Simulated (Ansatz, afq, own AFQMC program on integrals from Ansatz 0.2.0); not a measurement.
**CH₂N, quartet: AFQMC among the cluster methods**

| atom | x (Å) | y (Å) | z (Å) |
| --- | --- | --- | --- |
| N | -0.0265 | -0.1153 | 0.5832 |
| C | 0.1025 | 0.0905 | -0.6578 |
| H | -0.2493 | 0.6551 | 1.0064 |
| H | -0.6031 | -0.1309 | -1.2721 |

Connectivity, by distances: NH–CH.

Basis cc-pVDZ. Noble-gas cores (and the filled d shells of Ga–Kr and In–Xe) are frozen. Integrals, coupled cluster, full CI and functionals: Ansatz 0.2.0; the random walks run on the same integrals in our own AFQMC program. ph-AFQMC/CISD is guided by a CISD state made of CCSD amplitudes; releasing the constraint for a short imaginary time cuts its bias at the price of noise, slowly where states lie close. Uncertainties: one standard error, sampling alone.

Determinant: UHF, the one that the program's search chose, which needn't be the lowest solution. The geometry is a point of a scan.

No full CI on the walks' own integrals is used here; CCSDT(Q) serves as the reference and is uncertain by about the last step of the cluster series.

Cautions: lower spins were not checked.

* T1 diagnostic: 0.0189
* weight of the determinant in the CISD state: 0.917
* ⟨S²⟩ of the determinant: 3.761
* size of the correlated space: 11 electrons in 36 orbitals

Reference: CCSDT(Q), correlation energy -6.625 eV. The released energy is read at 2.40 1/Eh (meV from the phaseless value at times in 1/Eh: 17 ± 12 at 0.24, -1 ± 9 at 0.51, -4 ± 9 at 0.99, -5 ± 11 at 1.62, -15 ± 15 at 2.40).

| level | E − E(reference) (kcal/mol) | share of correlation (%) |
| --- | --- | --- |
| HF | 152.77 | 0.00 |
| MP2 | 21.56 | 85.89 |
| CCSD | 3.55 | 97.68 |
| CCSD(T) | 0.56 | 99.64 |
| CCSDT | 0.17 | 99.89 |
| ph-AFQMC/CISD | 0.13 ± 0.18 | 99.92 |
| released AFQMC | -0.22 ± 0.34 | 100.14 |

Released energies are given only where the last usable release times agree within the noise; a slower fall can still hide under it.
